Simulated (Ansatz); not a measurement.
## Ladder of methods for the cohesive energy of bcc Mo

Reference value: 6.84 eV/atom (measured, finite-temperature (and zero-point) corrections as in the cited sets; as tabulated in Jana et al. (2018), arXiv:1807.00350).

Q: Which of these levels comes closest to the reference?
A. LDA (Ansatz, a program for electronic structure)
B. r²SCAN-D4 (Ansatz)
C. PBE (Ansatz)
D. PBEsol-D3(BJ) (Ansatz)

A: C, PBE (Ansatz)

```json
[
 {"level (code)": "LDA (Ansatz)", "value (eV/atom)": "8.10", "cell (Å³/atom)": "15.06", "error (eV/atom)": "+1.26"},
 {"level (code)": "PBE (Ansatz)", "value (eV/atom)": "6.31", "cell (Å³/atom)": "15.79", "error (eV/atom)": "-0.53"},
 {"level (code)": "PBEsol-D3(BJ) (Ansatz)", "value (eV/atom)": "7.85", "cell (Å³/atom)": "14.92", "error (eV/atom)": "+1.01"},
 {"level (code)": "r²SCAN-D4 (Ansatz)", "value (eV/atom)": "5.83", "cell (Å³/atom)": "15.54", "error (eV/atom)": "-1.01"}
]
```

Closest of these to the reference: PBE (-0.53 eV/atom). LDA (+1.26 eV/atom) misses by most. Every level misses the reference by more than 0.3 eV/atom.

Each level is taken at its own relaxed cell. Cutoffs differ between the levels. Ansatz's density-functional and Hartree–Fock values are scalar-relativistic unless marked +SOC, with PAW data made under PBE.

Differences are worked out from the printed values.
